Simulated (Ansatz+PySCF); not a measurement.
Two shapes of doublet H2O(+).

Shape 1:

```xyz
3

O     0.0000    0.0000   -0.1168
H     0.0000    0.8204    0.4674
H     0.0000   -0.8204    0.4674
```

Shape 2:

```xyz
3

O     0.0008    0.0480   -0.1307
H    -0.0138    0.7737    0.4560
H    -0.0113   -0.8068    0.5142
```

Basis set: def2-SVP (spherical functions). Frozen core: 1 orbital. Charge 1, multiplicity 2.

Computed with Ansatz (development build ahead of 0.2.0); each method stands on the lowest determinant of its kind that the runs found.

Which shape is lower in energy, and by how much in each method?

| method | E(2) − E(1) (eV) |
| --- | --- |
| UHF-CCSD | 0.218 |
| UHF-CCSD(T) | 0.217 |
| PBE (unrestricted) | 0.218 |
| PBE0 (restricted open-shell) | 0.217 |
| r²SCAN (unrestricted) | 0.215 |

Shape 1 is lower.
